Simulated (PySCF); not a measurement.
# C3H5N3: the cost of one run

The runs use PySCF 2.14.0, with density-fitted response routines of our own; the level of theory stands in each step. All values are computed, except where a source is named. Atoms count from 0, in the outputs and in this text.

### 1 Starting geometry

11 atoms, charge 0, multiplicity 1; geometry from: GFN2-xTB. The atoms were then displaced at random by about 0.01 Å, so the start is not that level's minimum.

Bonds of the start (Å): C0–N1 1.40, N1–C2 1.34, C2–C3 1.42, C3–N4 1.36, N4–N5 1.28, N5–N1 1.32, C0–H6 1.10, C0–H7 1.12, C0–H8 1.07, C2–H9 1.07, C3–H10 1.03.

### 2 Geometry optimisation at PBE0-D3(BJ)/def2-SVP

The job: settings as JSON, then the geometry in Å.

```
{"job": {"xc": "PBE0", "basis": "def2-SVP", "d3": "d3bj", "grid": 1, "shake": 0.01, "kind": "geom"}, "charge": 0, "multiplicity": 1}
C     -1.634510     0.011410     0.115110
N     -0.250250    -0.198870     0.015600
C      0.736360     0.709850    -0.061340
C      1.930380    -0.050570    -0.137280
N      1.527920    -1.354110    -0.120080
N      0.254210    -1.416890    -0.021770
H     -1.872690     0.664350     0.972820
H     -2.009180     0.529010    -0.798770
H     -2.142920    -0.924570     0.244740
H      0.584460     1.765560    -0.027970
H      2.914340     0.239010    -0.196710
```

Command:

```console
> OMP_NUM_THREADS=1 python probes_run.py task.json out
```

One launch serves the whole session: the jobs run in the order shown.

**Question.** How long does this first job take on 1 thread of Arm Neoverse N1, shared host, and how much memory does it need?

About 57 s, with a peak of 0.45 GiB.
